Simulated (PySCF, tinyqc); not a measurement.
Worked calculation: CCD on RHF in the sto-3g basis, for LiH, spin multiplicity 1. The lowest restricted solution is unstable here: a spin-polarised one lies 0.0046 hartree lower (PySCF). One step of it, computed by the program tinyqc.

Problem. CCD: starting amplitudes. t_ij^ab = <ij||ab> / (e_i + e_j - e_a - e_b), whose energy is MP2.

orbital energies (hartree): MO1 -2.367592, MO2 -0.233705, MO3 0.070308, MO4 0.160139, MO5 0.160139, MO6 0.382734

Two-electron integrals over orbitals (pq|rs), unique and non-zero (hartree):
```
(11|11) 1.659318    (21|11) -0.098099   (21|21) 0.010033    (22|11) 0.310872
(22|21) 0.002572    (22|22) 0.447861    (31|11) -0.141932   (31|21) 0.010632
(31|22) -0.010940   (31|31) 0.022036    (32|11) 0.029565    (32|21) -0.002541
(32|22) -0.060853   (32|31) -0.000257   (32|32) 0.022709    (33|11) 0.390400
(33|21) -0.008721   (33|22) 0.212701    (33|31) 0.000824    (33|32) 0.015132
(33|33) 0.327220    (41|41) 0.009805    (42|41) 0.007266    (42|42) 0.021103
(43|41) 0.010394    (43|42) 0.020477    (43|43) 0.041387    (44|11) 0.396342
(44|21) -0.003569   (44|22) 0.242928    (44|31) -0.005069   (44|32) 0.014600
(44|33) 0.279245    (44|44) 0.312946    (51|51) 0.009805    (52|51) 0.007266
(52|52) 0.021103    (53|51) 0.010394    (53|52) 0.020477    (53|53) 0.041387
(54|54) 0.016869    (55|11) 0.396342    (55|21) -0.003569   (55|22) 0.242928
(55|31) -0.005069   (55|32) 0.014600    (55|33) 0.279245    (55|44) 0.279207
(55|55) 0.312946    (61|11) 0.068375    (61|21) -0.009081   (61|22) -0.007325
(61|31) -0.004450   (61|32) 0.002782    (61|33) 0.011723    (61|44) 0.001601
(61|55) 0.001601    (61|61) 0.010758    (62|11) -0.081414   (62|21) 0.001389
(62|22) 0.106996    (62|31) 0.004275    (62|32) -0.045818   (62|33) -0.018386
(62|44) -0.038263   (62|55) -0.038263   (62|61) 0.001071    (62|62) 0.131123
(63|11) 0.024260    (63|21) -0.002209   (63|22) -0.058988   (63|31) 0.003959
(63|32) 0.018654    (63|33) 0.036824    (63|44) 0.008718    (63|55) 0.008718
(63|61) 0.004515    (63|62) -0.040282   (63|63) 0.032163    (64|41) -0.005773
(64|42) -0.018267   (64|43) -0.011719   (64|64) 0.019085    (65|51) -0.005773
(65|52) -0.018267   (65|53) -0.011719   (65|65) 0.019085    (66|11) 0.351025
(66|21) 0.000693    (66|22) 0.419237    (66|31) -0.010600   (66|32) -0.049689
(66|33) 0.238741    (66|44) 0.257476    (66|55) 0.257476    (66|61) -0.005180
(66|62) 0.094965    (66|63) -0.046762   (66|66) 0.414312
```

Give: Starting amplitudes; correlation energy.

Solution.

Starting amplitudes (spin orbitals 1a, 1b, ...; amplitudes related by a flip of all spins are not repeated):
```
from      to          t
2a 2b  6a 6b    -0.1064
2a 2b  3a 6b     0.0498
2a 2b  3a 3b    -0.0373
2a 2b  5a 5b    -0.0268
2a 2b  4a 4b    -0.0268
1a 1b  3a 3b    -0.0045
1a 2b  5a 5b    -0.0025
1a 2b  4a 4b    -0.0025
1a 1b  6a 6b    -0.0020
1a 1b  5a 5b    -0.0019
1a 1b  4a 4b    -0.0019
1a 2b  3a 6b    -0.0014
1a 2b  3b 6a     0.0009
1a 1b  3a 6b     0.0009
1a 2a  3a 6a  -4.89e-04
1a 2b  6a 6b  -3.18e-04
1a 2b  3a 3b   9.37e-05
```

correlation energy = -0.020744 hartree
